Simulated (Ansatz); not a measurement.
# Redistribution: C2H2F2O + C4H9F → C2H3FO + C4H8F2

Species: C2H2F2O `FC1(F)CO1`, singlet; C4H9F `CCC(C)F`, singlet; C2H3FO `FC1CO1`, singlet; C4H8F2 `CCC(F)CF`, singlet. The partners trade F for H; both sit on C, so the bond types are kept.

Shapes, held fixed at every level: PBE0-D4/def2-TZVP. Flexible molecules stand in one conformer, not always the lowest. Programs: Ansatz 0.2.0. Electronic energies: no zero-point or thermal term.

(1) Estimate ΔE of this reaction.

## Answers

(1) The highest level, CCSD(T)/CBS estimate, gives ΔE = +41.8 kJ/mol; the levels span +41.8 to +60.8. The column of differences is taken from that level and isn't an error. No measured value is set beside it here. The CBS estimate extrapolates MP2 from def2-TZVPP and def2-QZVPP and adds CCSD(T) − MP2 in the triple-zeta set, cores frozen.

| level | kind | ΔE (kJ/mol) | less CCSD(T)/CBS estimate |
| --- | --- | --- | --- |
| SPW92/def2-TZVPP | LDA | +51.6 | +9.8 |
| PBE-D4/def2-TZVPP | GGA | +44.0 | +2.2 |
| BHLYP-D4/def2-TZVPP | global hybrid | +42.3 | +0.5 |
| wB97M-V/def2-TZVPP | range-separated hybrid | +45.4 | +3.6 |
| B2PLYP/def2-TZVPP | double hybrid | +42.0 | +0.2 |
| MP2/def2-SVP | perturbation theory | +60.8 | +19.0 |
| CCSD(T)/CBS estimate | coupled cluster or CI | +41.8 | 0.0 |
